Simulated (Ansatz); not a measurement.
Two isomers of C7H16: A = `CCCCC(C)C`, B = `CCCC(C)CC`.

Calculated with Ansatz (gas phase, PBE0-D4/def2-TZVP geometries, no zero-point term in ΔE). CCSD(T)/CBS adds triple-zeta CCSD(T) − MP2 to the extrapolated MP2 energy (def2 sets, frozen cores). DFT in def2-TZVPP. B3LYP here is the variant with VWN-RPA as its local correlation; programs differ in this. One conformer a species, not always the lowest.

(1) Which is lower in electronic energy at CCSD(T)/CBS, and by how much? (Estimate.)

(2) Give E(B) − E(A) in kcal/mol with BLYP-D4, B3LYP, B3LYP-D4, CCSD(T)/def2-SVP, HF/def2-TZVPP, B2PLYP, ωB97M-V. (Estimate.)

Largest T1 diagnostic: 0.008.

Results:

(1) Ansatz gave: A, by 0.7 kcal/mol.

(2) The calculation gave: BLYP-D4 0.6, B3LYP 1.1, B3LYP-D4 0.7, CCSD(T)/def2-SVP 0.7, HF/def2-TZVPP 1.5, B2PLYP 0.9, ωB97M-V 0.7. None reverses the order clearly.

In def2-TZVPP, CCSD(T) changes the Hartree–Fock value by −0.8 kcal/mol (the triples alone add −0.1 kcal/mol) and MP2 by −0.9 kcal/mol. Leaving LDA and LC-ωPBE aside and taking each functional with its dispersion term where it has one, the values, not all of them listed here, spread over 0.4 kcal/mol, from revPBE-D4 to B2PLYP.
